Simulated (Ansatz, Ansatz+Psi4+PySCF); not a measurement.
```xyz
5

C    -0.0126   -0.3799   -0.0539
O    -0.0030   -0.3736    1.0519
O    -0.0154    0.6585   -0.9479
H    -0.0200   -1.2939   -0.6847
H    -0.0399    1.4150   -0.3451
```

Basis set: cc-pVTZ (spherical functions). Correlated methods keep 3 orbitals frozen. Charge 0, multiplicity 1.

Computed with Ansatz (development build ahead of 0.2.0); each method stands on the lowest determinant of its kind that the runs found. Restricted open shells among the atoms or ions are ROHF, correlated in semicanonical orbitals with singles.

The atomization energy at this shape (free ground-state atoms in the same class of orbitals less the molecule, no zero-point energy) of singlet CH2O2:

| method | atomization energy |
| --- | --- |
| RHF | 1391.3 kJ/mol |

What does RHF-MP2 give?

2055.8 kJ/mol. Caution: the shape is not the minimum.
